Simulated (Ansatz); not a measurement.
C₂H₄N₂S (`C=NC(=N)S`) at its PBE0-D4/def2-TZVP geometry, where that method's forces vanish. Total charge 0; spin multiplicity 1.

```xyz
9

C    -1.4462   -0.7608   -0.2399
N    -0.6553    0.0767   -0.7553
C     0.5374    0.4067   -0.0917
N     1.6834    0.3395   -0.6143
S     0.2938    1.0027    1.5553
H    -1.2656   -1.2502    0.7231
H    -2.3561   -1.0186   -0.7791
H     1.6052    0.0091   -1.5757
H     1.6034    1.1949    1.7776
```

Q: What forces (eV/Å) does ωB97M-V/def2-TZVPP give on these atoms in Ansatz 0.2.0? (Estimate.)

A: Ansatz gave: 
```
C1  -0.058 -0.086  0.047
N2  -0.283 -0.054 -0.228
C3   0.317  0.013  0.062
N4  -0.044 -0.011 -0.011
S5   0.096  0.065  0.137
H6   0.008  0.050 -0.085
H7   0.088  0.035  0.057
H8  -0.016  0.009  0.045
H9  -0.109 -0.021 -0.025
```
